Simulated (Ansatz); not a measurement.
Density of states of BaSr₃Ti₄O₁₂ (P4/mmm, a = 3.929 Å, b = 3.929 Å, c = 15.716 Å, α = 90.00°, β = 90.00°, γ = 90.00°), in states per eV and primitive cell, averaged over bins of 0.5 eV. The calculation used DFT r2SCAN, scalar-relativistic, plane waves, PAW in Ansatz.

Cutoff 500 eV; k points 8×8×2 on the computed 20-atom cell (Γ-centred); Gaussian smearing, width 0.02 eV; no spin polarisation.

The cell is relaxed at this level. The states (both spins) are summed by tetrahedra on a 12×12×3 mesh at the self-consistent density. Energies are bin centres; the table starts no lower than −8 eV and ends at 6 eV, or lower where the solved bands end.

The gap is 2.23 eV at this level, with the zero inside it.

```tsv
E − E_F (eV)	total	O 2p	Ti 3d	O 2s	Ti 4s
-5.60	10.07	7.18	1.80	0.03	0.73
-5.10	16.11	11.35	3.76	0.08	0.27
-4.60	16.02	12.08	2.96	0.11	0.11
-4.10	25.61	20.94	3.21	0.10	0.06
-3.60	12.49	9.95	1.83	0.06	0.03
-3.10	9.40	8.03	0.81	0.07	0.03
-2.60	14.09	12.77	0.55	0.10	0.03
-2.10	24.29	22.56	0.81	0.12	0.01
-1.60	12.92	12.39	0.18	0.03	0.00
-1.10	2.99	2.95	0.00	0.00	0.00
-0.60	0.00	0.00	0.00	0.00	0.00
-0.10	0.00	0.00	0.00	0.00	0.00
0.40	0.00	0.00	0.00	0.00	0.00
0.90	0.02	0.00	0.02	0.00	0.00
1.40	3.52	0.18	3.29	0.00	0.00
1.90	6.43	0.76	5.54	0.00	0.00
2.40	10.17	1.67	8.19	0.01	0.00
2.90	19.33	3.75	14.76	0.02	0.01
3.40	9.70	1.72	7.16	0.15	0.00
3.90	3.89	0.27	3.01	0.44	0.01
4.40	5.30	0.61	3.90	0.56	0.03
4.90	3.76	0.59	2.34	0.29	0.01
5.40	4.74	0.79	2.43	0.28	0.03
```

The columns after the total are the main Löwdin projections on the occupied valence shells of the potentials; 8 others are left out. The rest of the total lies in those, in shells that are empty in the free atom, which aren't projected, and between the atoms.

Spin-orbit coupling is left out, which matters for the bands of heavy elements.

A ferromagnetic start lost its moments in a first run, so spin was left out; other magnetic orders weren't tried.

Whether BaSr3Ti4O12 exists in this form wasn't checked.

Cost: 1 run of about 13 core-minutes, on Intel Xeon Processor @ 2.50GHz (Skylake/Cascade Lake) (shared hosts).